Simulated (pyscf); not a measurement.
Structures and frequencies: ωB97X-D3(BJ)/def2-SVP in PySCF.

**Question.** H₂P–GeH₃ (SMILES [PH2][GeH3]) + PH₃ (SMILES P) → H₂P–GeH₂–PH₂ (SMILES [PH2][GeH2][PH2]) + H₂ (SMILES [H][H])
Surface: singlet. Broken: Ge–H, H–P. Formed: Ge–P, H–H. Give ΔE‡ and ΔE from B3LYP-D3(BJ)/def2-TZVP, relative to the separated reactants.

**Answer.** ΔE‡ = 57.8 kcal/mol, ΔE = -2.3 kcal/mol. ωB97M-D3(BJ)/def2-TZVP gives 62.7 kcal/mol and -0.7 kcal/mol. Zero-point energy shifts the barrier by -0.8 kcal/mol. It is a four-centre exchange, with an imaginary mode of 1683i cm⁻¹. One saddle was located; it need not be the lowest between these sides. Elements up to Kr have no core potential and no relativistic terms here.
